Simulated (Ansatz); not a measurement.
**Scan of the H4–O1–Si2–O3 dihedral angle**

SiH$_{4}$O$_{2}$ (SMILES O[SiH2]O), singlet, at its PBE0-D4/def2-TZVP minimum:

```csv
atom,x (Å),y (Å),z (Å)
O1,-1.4110,-0.1288,0.2647
Si2,0.1202,0.4080,0.0144
O3,1.1880,-0.7927,-0.3224
H4,-1.8734,-0.5206,-0.4777
H5,0.1973,1.2933,-1.1705
H6,0.4643,1.1019,1.2768
H7,1.3760,-1.4291,0.3691
```

The dihedral angle H4–O1–Si2–O3 (-66.0° at the minimum) is set to the values below, with the rest relaxed at PBE0-D4/def2-TZVP at each step (the four atoms are held in place, so their three bonds and two angles keep the values of the minimum). Each method's energies count from its own value at the PBE0-D4 minimum structure. Program: Ansatz 0.2.0. Basis: def2-TZVPP. Cores are frozen in the correlated methods. B3LYP uses VWN-RPA correlation.

```csv
dihedral angle (°),CCSD(T) (kJ/mol),B3LYP-D4 (kJ/mol),PBE0-D4 (kJ/mol)
-158.6,?,8.58,8.57
-118.6,?,5.01,4.95
-78.6,0.43,0.42,0.40
-38.6,?,1.97,2.02
1.4,7.66,7.15,7.17
41.4,5.99,5.77,5.67
81.4,4.78,4.71,4.63
121.4,5.31,5.06,5.01
161.4,7.72,7.54,7.56
```

Question: Fill in the withheld CCSD(T) values. (Judge from chemistry; the value comes from the calculation.)

Answer: The calculation gives: 8.75 kJ/mol at -158.6°; 5.25 kJ/mol at -118.6°; 2.14 kJ/mol at -38.6°. These count from the CCSD(T) energy at the PBE0-D4 minimum.

Largest difference from the CCSD(T) curve over the scan: PBE-D4 0.48; r2SCAN-D4 0.47; wB97M-V 0.40; HF 1.43 kJ/mol. Each curve counts from its own value at the minimum.

T1 diagnostic: at most 0.012.

For scale, one of the runs: CCSD(T)/def2-TZVPP, 160 basis functions (an equivalent command: `ansatz run in.yaml --threads 2`). The run took 16 s on 2 CPU threads (shared host), with 1.2 GiB of host memory at its peak.
